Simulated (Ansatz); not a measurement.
Geometry optimisation, Ansatz 0.2.0, RKS r2SCAN/STO-3G.

Input:

```yaml
crystal:
  periodic: [false, false, false]
  atoms:
    - { symbol: C, position_ang: [0.3833, -1.3953, 0.2482] }
    - { symbol: C, position_ang: [0.0205, -0.0775, 0.4996] }
    - { symbol: O, position_ang: [-0.0918, 0.4126, 1.7756] }
    - { symbol: C, position_ang: [-0.1702, 0.8795, -0.6291] }
    - { symbol: "N", position_ang: [-0.2092, 0.5809, -1.9011] }
    - { symbol: F, position_ang: [-0.5507, 2.1488, -0.3111] }
    - { symbol: H, position_ang: [0.4211, -1.7072, -0.7846] }
    - { symbol: H, position_ang: [0.5764, -2.0544, 1.0119] }
    - { symbol: H, position_ang: [0.1443, -0.2987, 2.445] }
    - { symbol: H, position_ang: [-0.4407, 1.4601, -2.3515] }
basis:
  gaussian: { orbitals: STO-3G }
hamiltonian:
  xc: r2scan
relax:
  f_tol: 0.015
  max_steps: 40
output:
  orbitals: {}
```

Command:

```bash
$ ansatz run input.yaml --threads 1 --pin off --max-ram 2048MiB --backend cpu --events-out ev --progress --plain --runs-dir out
```

Question: Where does it end, and by what steps?

Answer: The run converged. Limits of this set-up: minimal basis. After 6 steps the energy has fallen by 0.585 eV; F6 moved furthest, 0.16 Å.

```
step  energy less start (eV)  largest force component (eV/Å)  accepted
   0                  0.0000                           4.153       yes
   1                 -0.4616                           1.534       yes
   2                 -0.5453                           0.987       yes
   3                 -0.5679                           0.723       yes
   4                 -0.5839                           0.262       yes
   5                 -0.5845                           0.099       yes
   6                 -0.5854                           0.015       yes
```

```xyz
10
Properties=species:S:1:pos:R:3
C 0.379 -1.396 0.237
C 0.045 -0.108 0.485
O -0.091 0.502 1.750
C -0.240 0.896 -0.622
N -0.198 0.554 -1.901
F -0.533 2.155 -0.154
H 0.451 -1.742 -0.796
H 0.580 -2.106 1.043
H 0.126 -0.270 2.387
H -0.435 1.464 -2.426
```

Whether the end is a true minimum wasn't checked by a vibrational analysis.

The run took 54 s on 1 thread of Intel(R) Xeon(R) Processor @ 2.50GHz (Skylake/Cascade Lake) (shared host), peak memory 0.17 GiB.
